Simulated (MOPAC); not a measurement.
MOPAC input (MNDO):

```
MNDO 1SCF GEO-OK AUX(PRECISION=9) THREADS=1
C2Cl4

C    -0.00042255 1   -0.00054284 1    0.66960135 1
C     0.00042255 1    0.00054284 1   -0.66960135 1
Cl    0.00445506 1    1.45010322 1    1.59085632 1
Cl   -0.00646139 1   -1.45268069 1    1.58849617 1
Cl   -0.00445506 1   -1.45010322 1   -1.59085632 1
Cl    0.00646139 1    1.45268069 1   -1.58849617 1
```

Question: What heat of formation does the run end on, and which ionisation energy by Koopmans theorem?

Answer: -6.92 kcal/mol; 10.68 eV.
